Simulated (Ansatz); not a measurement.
These are PBE0-D3(BJ)/def2-TZVP (Ansatz, a first-principles code) values and carry that method's errors. No frequencies were computed at this level.

Ansatz 0.2 input:
```yaml
crystal:
  periodic: [false, false, false]
  atoms:
    - { symbol: C, position_ang: [0.713547, -0.06039, 0.055236] }
    - { symbol: C, position_ang: [-0.688829, 0.047155, -0.048579] }
    - { symbol: O, position_ang: [-1.29949, 1.108569, -0.120563] }
    - { symbol: H, position_ang: [1.198872, -1.017473, 0.115129] }
    - { symbol: H, position_ang: [1.316034, 0.832235, 0.065482] }
    - { symbol: H, position_ang: [-1.240133, -0.910097, -0.066704] }
basis:
  gaussian: { orbitals: def2-tzvp }
hamiltonian:
  xc: pbe0
  dispersion: d3bj
relax:
  max_steps: 150
magnetization:
  spin_polarized: true
  initial_magnetization: 1
```

Output:

```
Functional definition: PBE0
643 factors; their error is unknown
mean field evaluation 1: about -4161.0963 eV, gradient 3.0e1 eV
mean field evaluation 2: about -4158.1687 eV, gradient 4.2e1 eV
mean field evaluation 4: about -4164.8410 eV, gradient 1.8e0 eV
mean field evaluation 8: about -4164.8602 eV, gradient 1.1e-1 eV
mean field evaluation 16: about -4164.8595 eV, gradient 1.1e-4 eV
mean field -4164.85952909 eV, -153.0557646510 hartree, gradient 5.9e-5 eV, S^2 0.772765; 2 other end points of the search recorded, 0 dependent functions left out
reference -4164.85955197 eV, -153.0557654916 hartree; 12, 11 occupied and 99, 100 virtual orbitals, 643 factors
relax step   1: F+E_penalty+E_count = -4164.92010050 eV  Δ(F+E_penalty+E_count) = +0.000e0 eV  max|allowed force component| = 3.632e-1 eV/Å  Δτ_max = 0.0000 Å  (53 SCF iters, accepted)
these checks for a lower state are left out or cut short: starts, cluster_reference, orbital_swaps, neighbouring_geometries, increment
643 factors; their error is unknown
mean field evaluation 32: about -4164.8650 eV, gradient 2.0e-5 eV
mean field -4164.86501355 eV, -153.0559662010 hartree, gradient 2.0e-5 eV, S^2 0.772684; 0 other end points of the search recorded, 0 dependent functions left out
reference -4164.86503646 eV, -153.0559670430 hartree; 12, 11 occupied and 99, 100 virtual orbitals, 643 factors
relax step   2: F+E_penalty+E_count = -4164.92554881 eV  Δ(F+E_penalty+E_count) = -5.448e-3 eV  max|allowed force component| = 2.010e-1 eV/Å  Δτ_max = 0.0138 Å  (42 SCF iters, accepted)
these checks for a lower state are left out or cut short: starts, cluster_reference, orbital_swaps, neighbouring_geometries, increment
643 factors; their error is unknown
mean field -4164.86366067 eV, -153.0559164836 hartree, gradient 6.1e-5 eV, S^2 0.772591; 0 other end points of the search recorded, 0 dependent functions left out
reference -4164.86368362 eV, -153.0559173269 hartree; 12, 11 occupied and 99, 100 virtual orbitals, 643 factors
relax step   3: F+E_penalty+E_count = -4164.92416712 eV  Δ(F+E_penalty+E_count) = +1.382e-3 eV  max|allowed force component| = 2.617e-1 eV/Å  Δτ_max = 0.0198 Å  (43 SCF iters, rejected (line search))
these checks for a lower state are left out or cut short: starts, cluster_reference, orbital_swaps, neighbouring_geometries, increment
643 factors; their error is unknown
mean field -4164.86632431 eV, -153.0560143706 hartree, gradient 1.9e-5 eV, S^2 0.772295; 0 other end points of the search recorded, 0 dependent functions left out
reference -4164.86634725 eV, -153.0560152137 hartree; 12, 11 occupied and 99, 100 virtual orbitals, 643 factors
relax step   4: F+E_penalty+E_count = -4164.92686142 eV  Δ(F+E_penalty+E_count) = -1.313e-3 eV  max|allowed force component| = 9.306e-2 eV/Å  Δτ_max = 0.0099 Å  (43 SCF iters, accepted)
these checks for a lower state are left out or cut short: starts, cluster_reference, orbital_swaps, neighbouring_geometries, increment
643 factors; their error is unknown
mean field -4164.86642445 eV, -153.0560180506 hartree, gradient 2.7e-5 eV, S^2 0.772471; 0 other end points of the search recorded, 0 dependent functions left out
reference -4164.86644739 eV, -153.0560188936 hartree; 12, 11 occupied and 99, 100 virtual orbitals, 643 factors
relax step   5: F+E_penalty+E_count = -4164.92695320 eV  Δ(F+E_penalty+E_count) = -9.178e-5 eV  max|allowed force component| = 1.034e-2 eV/Å  Δτ_max = 0.0017 Å  (40 SCF iters, accepted)
these checks for a lower state are left out or cut short: starts, cluster_reference, orbital_swaps, neighbouring_geometries, increment
643 factors; their error is unknown
mean field -4164.86642788 eV, -153.0560181768 hartree, gradient 2.6e-5 eV, S^2 0.772472; 0 other end points of the search recorded, 0 dependent functions left out
reference -4164.86645082 eV, -153.0560190199 hartree; 12, 11 occupied and 99, 100 virtual orbitals, 643 factors
relax step   6: F+E_penalty+E_count = -4164.92695856 eV  Δ(F+E_penalty+E_count) = -5.356e-6 eV  max|allowed force component| = 5.642e-3 eV/Å  Δτ_max = 0.0007 Å  (40 SCF iters, accepted)
643 factors; their error is unknown
mean field evaluation 64: about -4164.8697 eV, gradient 1.7e-4 eV
mean field -4164.86642788 eV, -153.0560181768 hartree, gradient 2.7e-5 eV, S^2 0.772472; 3 other end points of the search recorded, 0 dependent functions left out
reference -4164.86645082 eV, -153.0560190199 hartree; 12, 11 occupied and 99, 100 virtual orbitals, 643 factors
Total energy: -4164.92698150 eV, -153.0582434811 hartree
Atom 0 at     0.718695    -0.059956     0.052525 Å, force     0.000281     0.001612    -0.000023 eV/Å
Atom 1 at    -0.694478     0.038580    -0.050220 Å, force     0.005642     0.000986     0.000379 eV/Å
Atom 2 at    -1.286271     1.110141    -0.121763 Å, force    -0.001509     0.000053    -0.000110 eV/Å
Atom 3 at     1.210125    -1.023423     0.113972 Å, force     0.000459     0.000821     0.000010 eV/Å
Atom 4 at     1.312160     0.846383     0.069445 Å, force    -0.001356    -0.002199    -0.000038 eV/Å
Atom 5 at    -1.260229    -0.911725    -0.063958 Å, force    -0.003518    -0.001272    -0.000218 eV/Å
Dipole moment:     0.422130    -0.437609     0.041989 e Å
```

Cost: roughly 16 core-seconds.
